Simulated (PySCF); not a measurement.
# PH₂F: magnetic properties

Aim: compute the magnetic properties of PH₂F (`FP`).

Programs: PySCF 2.14.0, with routines of our own; each step states its level. All values are computed. Atoms count from 0.

## 1. The starting structure

4 atoms, charge 0, multiplicity 1; geometry from: GFN2-xTB.

## 2. Relaxing the molecule at PBE0-D3(BJ)/def2-SVP

The job: settings as JSON, then the geometry in Å.

```
{"job": {"xc": "PBE0", "basis": "def2-SVP", "d3": "d3bj", "grid": 1, "kind": "geom"}, "charge": 0, "multiplicity": 1}
F      1.350672    -0.160190     0.029223
P     -0.179343    -0.007609     0.575774
H     -0.698721    -0.912844    -0.366031
H     -0.462374     1.085416    -0.261820
```

Launch:

```sh
> OMP_NUM_THREADS=1 python excited_run.py task.json out
```

This one command runs all jobs of the session in turn.

The program printed:

```text
step   0  E = -441.97615954  max force = 0.014853
step   1  E = -441.97826011  max force = 0.002872
step   2  E = -441.97834380  max force = 0.001754
step   3  E = -441.97836062  max force = 0.000168
step   4  E = -441.97836135  max force = 0.000077
optimisation converged
```

Wall time 1.8 s (1 thread of Arm Neoverse V1, shared host); peak memory 0.31 GiB.

The steps of the relaxation:

| step | energy from step 0 (eV) | largest force component (eV/Å) |
| --- | --- | --- |
| 0 | 0.0000 | 0.7638 |
| 1 | -0.0572 | 0.1477 |
| 2 | -0.0594 | 0.0902 |
| 3 | -0.0599 | 0.0086 |
| 4 | -0.0599 | 0.0040 |

Distances of close pairs at the start and the end, largest changes first:

| bond | before (Å) | after (Å) | change (Å) |
| --- | --- | --- | --- |
| P1–H2 | 1.406 | 1.435 | +0.030 |
| P1–H3 | 1.406 | 1.435 | +0.030 |
| F0–P1 | 1.632 | 1.626 | -0.006 |

The final coordinates are the input of the step that follows.

| at the end point | value |
| --- | --- |
| point group (found at 0.08 Å tolerance) | Cs |
| rotational constants (GHz, main isotopes) | 129.1, 14.739, 14.598 |
| dipole moment (D) | 1.59 |

## 3. Magnetic properties: GIAO B3LYP/pcSseg-1

The job: settings as JSON, then the geometry in Å.

```
{"job": {"kind": "mag", "xc": "B3LYP", "basis": "pcSseg-1", "isotopologues": 4}, "charge": 0, "multiplicity": 1}
F      1.371032    -0.215188     0.086763
P     -0.185555    -0.011485     0.508428
H     -0.769802    -0.931310    -0.425969
H     -0.483355     1.100419    -0.349086
```

Method: GIAO B3LYP/pcSseg-1 magnetisability, rotational g tensor and spin-rotation constants, non-relativistic, gas phase.

The program printed:

```text
coarse grid: 3952 points
cycle   1  E = -442.3423516001  dE =  2.478e-02  |g| = 5.127e-01  |ddm| = 1.679e+00
cycle   2  E = -442.2607372139  dE =  8.161e-02  |g| = 8.978e-01  |ddm| = 8.059e-01
cycle   3  E = -442.3828594943  dE = -1.221e-01  |g| = 2.518e-02  |ddm| = 5.223e-01
cycle   4  E = -442.3829609154  dE = -1.014e-04  |g| = 6.923e-03  |ddm| = 2.336e-02
cycle   5  E = -442.3829693751  dE = -8.460e-06  |g| = 1.357e-03  |ddm| = 8.529e-03
final grid: 34280 points
cycle   6  E = -442.3972706609  dE = -1.650e-06  |g| = 3.540e-03  |ddm| = 5.572e-03
cycle   7  E = -442.3972685266  dE =  2.134e-06  |g| = 5.261e-03  |ddm| = 5.661e-03
cycle   8  E = -442.3972725924  dE = -4.066e-06  |g| = 4.552e-04  |ddm| = 2.940e-03
cycle   9  E = -442.3972726340  dE = -4.155e-08  |g| = 2.121e-05  |ddm| = 5.726e-04
cycle  10  E = -442.3972726341  dE = -1.201e-10  |g| = 5.036e-06  |ddm| = 3.797e-05
converged SCF energy = -442.3972726341

Magnetisability tensor (1e-30 J/T^2)
     -533.22       38.32       34.21
       38.32     -257.61       -2.52
       34.21       -2.52     -313.23
isotropic -368.02   principal values    -543.54   -308.22   -252.31
isotropic susceptibility -22.163 1e-6 cm^3/mol

Inertial axes            a          b          c
rot. const./GHz    129.0593    14.7394    14.5976
chi total           -32.675    -15.194    -18.619
chi diamagnetic     -50.081   -111.196   -111.503
chi paramagnetic     17.406     96.002     92.884
quadrupole/D A       -0.540      1.469     -0.929
g nuclear            0.9802     0.5270     0.5337
g electronic        -1.0554    -0.6648    -0.6370
g total             -0.0751    -0.1378    -0.1033

Spin-rotation constants (kHz, H = +C I.J)
atom  isotope        aa         bb         cc
  0    19F       74.562    -17.664      0.199
  1    31P      135.328     39.851     27.832
  2     1H      -13.257      0.396     -0.253
  3     1H      -13.256      0.394     -0.251

Isotopologues: g along a, b, c
2H    at 2,3               -0.0415    -0.1278    -0.0940
2H    at 2                 -0.0534    -0.1231    -0.1079
```

It took 1.7 s on 1 thread of Arm Neoverse V1, shared host; peak memory 0.35 GiB.

In short:

| quantity | value |
| --- | --- |
| magnetisability | -368·10⁻³⁰ J/T² |
| molar susceptibility | -22.2·10⁻⁶ cm³/mol |
| rotational g (a, b, c) | -0.0751, -0.1378, -0.1033 |

Orbitals, density, ELF and potential are computed afterwards from the orbital file.

Frontier orbitals at B3LYP/pcSseg-1, with the share of their density that lies nearest to each atom:

| orbital | energy (eV) | lies on |
| --- | --- | --- |
| HOMO | -7.65 | P1 61 %; F0 15 %; H2, H3 about 12 % each |
| LUMO | -0.73 | P1 50 %; F0 24 %; H2, H3 about 13 % each |

ELF in a plane through or near 3 of the atoms.

Ten even steps from ' ' (0.00) to '@' (1.00):
```
                                                        
                                                        
                                                        
                  ::==++==::..                          
                --##@@@@@@##==                          
              ==@@@@@@@@@@@@##..                        
            ..**@@@@@@@@@@@@##      ......              
            ..++@@@@@@@@@@@@**....--****++--..          
              ..==%%@@@@@@%%==--++##%%%%##++::          
                ..--++##**==::==####++##%%**--..        
                ..--**##**==::==####==##%%**--..        
              ..++%%@@@@@@%%==--++##%%%%##++::          
            ..**@@@@@@@@@@@@**....--++**++--..          
            ..**@@@@@@@@@@@@##..    ......              
              ==@@@@@@@@@@@@**..                        
                --##%%@@@@##==                          
                  ::==++==--..                          
                                                        
                                                        
                                                        
```
The map spans 8.0 Å across and 7.3 Å up, centred on the molecule. Atoms in the plane (x, y in Å): F0 (1.4, 0.0), H2 (-0.7, -1.0), H3 (-0.7, 1.0).

On the surface of density 0.002 e/bohr³ the electrostatic potential runs, from the 1st to the 99th percentile, from -0.96 V near F0 to 1.91 V near H2.

## 4. Magnetic properties: TPSS/6-311+G(2d,p)

The job: settings as JSON, then the geometry in Å.

```
{"job": {"kind": "mag", "xc": "TPSS", "basis": "6-311+G(2d,p)", "scf": {"guess": "random", "max_cycle": 62}}, "charge": 0, "multiplicity": 1}
F      1.371032    -0.215188     0.086763
P     -0.185555    -0.011485     0.508428
H     -0.769802    -0.931310    -0.425969
H     -0.483355     1.100419    -0.349086
```

With the program's defaults for keys left out, this is: TPSS/6-311+G(2d,p).

The program printed:

```text
NotImplementedError: meta-GGA with London orbitals
```

Wall time 4.3 s (1 thread of Arm Neoverse V1, shared host); peak memory 0.35 GiB.

Diagnosis: This response code has no terms for the kinetic-energy density, so it refuses meta-GGA functionals here. The remedy is to take a GGA or a hybrid, or another code.

## 5. Outcome

| quantity | value |
| --- | --- |
| point group | Cs |
| rotational constants (main isotopes) | 129.06, 14.74, 14.60 GHz |
| magnetisability (step 3, GIAO B3LYP/pcSseg-1) | -368·10⁻³⁰ J/T² |
| molar susceptibility (step 3, GIAO B3LYP/pcSseg-1) | -22.2·10⁻⁶ cm³/mol |
| rotational g (a, b, c) (step 3, GIAO B3LYP/pcSseg-1) | -0.0751, -0.1378, -0.1033 |
| surface potential, 1st and 99th percentile | -0.96 V and 1.91 V |
| runs | 1 failed, 0 ended on unsound input |

What this shows: The optimisation took 4 steps and gained 0.060 eV; among the close pairs (by a distance rule), P1–H2 changed most, from 1.406 to 1.435 Å. No frequency check was run at this level, so the end point may be a saddle. By nearest atom (B3LYP/pcSseg-1), the HOMO sits on P1 61 %; F0 15 % and the LUMO on P1 50 %; F0 24 %. Vibrational averaging and real surroundings are missing from these values.
